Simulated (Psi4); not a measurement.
# SiNH3 (SMILES [N][SiH3]): UBP86/6-311+G(d,p) (sweep point 7)

Aim: a structure relaxation of SiNH3. Input form: a Python script.

The calculation is run with Psi4 1.11.

## (1) The molecule

SiNH3 has 5 atoms, charge 0, and is taken as a triplet. SMILES: `[N][SiH3]`. The coordinates come from a GFN2-xTB relaxation. The run starts from this shape.

Bond lengths: N1–Si2 1.655 Å, Si2–H3 1.476 Å, Si2–H4 1.476 Å, Si2–H5 1.476 Å. Angles: N1–Si2–H3 111.3°, N1–Si2–H4 111.1°, N1–Si2–H5 111.1°, H3–Si2–H4 107.7°, H3–Si2–H5 107.7°, H4–Si2–H5 107.7°.

## (2) A geometry optimisation at UBP86/6-311+G(d,p) (sweep point 7)

job.py reads:

```python
import psi4

psi4.set_memory('1600 MB')
psi4.set_num_threads(1)
psi4.core.set_output_file('output.dat', False)

mol = psi4.geometry("""
0 3
N     -1.536630     0.334330     0.479510
Si     0.010240    -0.002340    -0.003820
H      0.064950    -0.313200    -1.445390
H      0.555100    -1.162980     0.727210
H      0.906340     1.144190     0.242490
symmetry c1
""")

options = {'reference': 'uks', 'puream': True, 'scf_type': 'pk', 'dft_radial_points': 150, 'dft_spherical_points': 974, 'g_convergence': 'gau_tight', 'geom_maxiter': 50, 'maxiter': 150}
psi4.set_options(options)

e_tot, wfn = psi4.optimize('bp86/6-311+G**', molecule=mol, return_wfn=True)
print(f'total energy {e_tot:.8f} hartree = {e_tot * 27.211386:.5f} eV')
mol.save_xyz_file('final.xyz', False)
for k, v in sorted(psi4.core.scalar_variables().items()):
    print(f'{k:45s} {v:18.10f}')
```

Run with:

```console
$ python job.py
```

What values should one expect? Wanted: total energy at the end; dipole moment; HOMO energy; LUMO energy; ⟨S²⟩.

Computed results:

Level: UBP86/6-311+G** (sweep point 7).

```
                          quantity          value
           total energy at the end  -345.97215 Eh
                     dipole moment         1.96 D
HOMO energy (highest over α and β)       -7.33 eV
 LUMO energy (lowest over α and β)       -4.70 eV
                              ⟨S²⟩          2.005
```

What this shows: At the final geometry: Bond lengths: N1–Si2 1.805 Å, Si2–H3 1.500 Å, Si2–H4 1.500 Å, Si2–H5 1.500 Å. Angles: N1–Si2–H3 109.0°, N1–Si2–H4 109.0°, N1–Si2–H5 109.0°, H3–Si2–H4 110.0°, H3–Si2–H5 110.0°, H4–Si2–H5 110.0°. The optimisation took 9 steps and changed the energy by -0.273 eV.
